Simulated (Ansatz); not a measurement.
Bulk modulus B0 of 1T (CdI2-type) SnS2 at several levels of theory

No measured value is used here.

```csv
level (code),value (GPa),cell (Å³/atom)
LDA (Ansatz),27.6,21.70
PBEsol (Ansatz),10.8,23.34
PBEsol+SOC (Ansatz),10.8,23.33
PBE-D3(BJ) (Ansatz),26.3,22.57
PBE-D4 (Ansatz),26.7,22.54
PBEsol-D3(BJ) (Ansatz),___,21.15
rVV10 (Ansatz),___,23.59
```

Task: Fill in the missing entries.

Result: 
- PBEsol-D3(BJ) (Ansatz, a first-principles code), value (GPa): 37.5
- rVV10 (Ansatz), value (GPa): 29.0

LDA: LDA has no dispersion term either, though it tends to give short spacings of layers, chains or molecules. PBEsol, PBEsol+SOC: the cell comes from a level without a dispersion term, which matters for the spacing of layers, chains or molecules. Each level is taken at its own relaxed cell. Ansatz's density-functional and Hartree–Fock values are scalar-relativistic unless marked +SOC, with PAW data made under PBE.
